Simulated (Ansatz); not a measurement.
**Potassium, bcc: convergence with cold smearing**

Computed with Ansatz, LDA, scalar-relativistic PAW, on the relaxed cell (a = 5.048 Å; spin not included). Errors count from a run at 420 eV on a Γ-centred 15×15×15 mesh with Fermi-Dirac smearing of 0.1 eV, extrapolated to zero width. Fixed here: cutoff 420 eV, mesh 9×9×9. The SCF starts from atomic densities corrected by a trained network.

```
width (eV)  E(σ→0) error (meV/atom)  F error (meV/atom)  P (GPa)  SCF iterations
      0.01                     -2.9                -2.9    -0.02               5
      0.03                     -2.9                -2.9    -0.02               5
       0.2                     -4.0                -3.8    -0.02               6
       0.3                     -3.7                -3.1    -0.02               6
       0.6                     -0.8                -7.6    -0.01               6
       1.0                     -0.2               -32.6     0.02               6
```

Problem. What does the run at 0.1 give (width)?

Solution. E(σ→0) error (meV/atom): -2.8; F error (meV/atom): -3.1; P (GPa): -0.02; SCF iterations: 5.
